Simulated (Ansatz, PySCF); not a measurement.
Species: HO$_{2}$, net charge -1, singlet state. It need not be the lowest isomer of its formula. Whether it binds its extra electron was not tested at this geometry. 
Structure (B3LYP-D3(BJ)/def2-TZVP (Ansatz, a program for electronic structure) minimum search):
```xyz
3

O      0.0573     0.8131    -0.0400
O      0.0422    -0.7090    -0.0152
H     -0.7961    -0.8331     0.4413
```
Charge -1, spin multiplicity 1.

Total electronic energies in hartree. Cores are frozen in the correlated levels unless marked. Spin-orbit coupling is left out. No relativistic terms. CBS(X,Y): correlation extrapolated as X^-3; Hartree-Fock from the larger set.

| level | program | energy (Eh) |
|---|---|---|
| HF/def2-QZVPP | Ansatz | -150.22594 |
| TPSS/def2-TZVPD | PySCF | ? |
| r2SCAN0/def2-TZVPD | Ansatz | -150.89817 |
| B2PLYP/def2-TZVPD | Ansatz | ? |
| RI-MP2/def2-TZVPP | Ansatz | -150.71279 |
| RI-MP2/def2-QZVPPD | Ansatz | -150.77586 |
| RI-MP2/CBS(aug-cc-pVTZ,aug-cc-pVQZ) | Ansatz | -150.8056 |
| CCSD/cc-pV5Z | Ansatz | -150.78287 |
| CCSD(T)/CBS(aug-cc-pVTZ,aug-cc-pVQZ) | Ansatz | -150.8254 |

### Question
Complete the blanks.

### Answer

- TPSS/def2-TZVPD, energy (Eh): -151.02831
- B2PLYP/def2-TZVPD, energy (Eh): -150.91434
